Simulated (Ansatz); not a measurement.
The same path of BH3O + FH (7 atoms, charge 0, multiplicity 1) was run twice with different band settings. Lost on the way: B1–H2, F6–H7. Made: B1–F6, H2–H7.

Method: RKS BLYP-D4/def2-mTZVP (Ansatz 0.2.0).

Relaxed end points:

```xyz
7
Properties=species:S:1:pos:R:3
B -0.334 -0.494 -0.253
H -0.761 0.191 0.656
O 0.939 -0.352 -0.690
H 1.451 0.336 -0.210
H -1.035 -1.306 -0.777
F 1.226 1.709 1.306
H 0.339 1.367 1.359
```

```xyz
7
Properties=species:S:1:pos:R:3
B 0.388 0.223 -0.747
H -0.839 0.598 2.813
O 1.616 -0.340 -0.577
H 1.633 -1.292 -0.791
H -0.574 -0.379 -1.126
F 0.274 1.533 -0.473
H -0.674 1.106 2.291
```

Common settings: movable images 7; climbing image yes; optimiser quadratic models (default); start path through a guess of the saddle point; force threshold 0.05 eV/Å; iteration limit 60; end points relaxed.

| run | spring |
| --- | --- |
| 1 | 5.0 eV/Å² |
| 2 | 2.0 to 10.0 eV/Å², energy-weighted |

(1) What does each run give, and how far can it be trusted?

Results:

(1) Run 1: converged after 38 iterations, highest image 1.050 eV above the first end. The profile has 2 maxima (images 3, 6) with wells between them (image 5): this band takes more than one step, which may be the mechanism or a detour left from its start path. A structure lower than the last end lies on the path between it and the top, so the climb from that side starts below the end, which may itself be a saddle point or a shallow side well. Neighbouring images differ by up to 2.3 eV, so the band resolves the path poorly. A vibrational analysis at the climbing image gives one clearly imaginary mode, 1148i cm⁻¹: a first-order saddle point.
Run 2: converged after 33 iterations, highest image 1.050 eV above the first end. Another band between the same ends (7 images) ends at a top of the same energy, where a vibrational analysis finds 1 clearly imaginary mode.
The orbitals stay closed-shell, which can raise the energy where a bond breaks towards radicals; this wasn't checked here.
